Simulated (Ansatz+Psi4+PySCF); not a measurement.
Two shapes of doublet C₂H₂F.

Shape 1:

```xyz
5

C     0.0000    0.4377    0.0000
C     1.1919   -0.1451    0.0000
F    -1.1489   -0.2783    0.0000
H    -0.1864    1.5058    0.0000
H     2.0839    0.4663    0.0000
```

Shape 2:

```xyz
5

C     0.0047    0.4569    0.0034
C     1.1933   -0.1432   -0.0199
F    -1.1575   -0.2747    0.0177
H    -0.2019    1.5015   -0.0120
H     2.0884    0.4470   -0.0030
```

Basis set: cc-pVTZ (spherical functions). Left uncorrelated: 3 orbitals. Correlation on ROHF uses semicanonical orbitals with singles. Charge 0, multiplicity 2.

Computed with Ansatz (development build ahead of 0.2.0) and Psi4 1.11; each method stands on the lowest determinant of its kind that the runs found.

Q: Which shape is lower in energy, and by how much in each method?

A:

```tsv
method	E(2) − E(1) (eV)
ROHF	0.047
UHF	0.035
ROHF-MP2	0.033
UHF-MP2	0.049
```

Shape 1 is lower. Caution for UHF, UHF-MP2: the unrestricted determinant is spin contaminated.
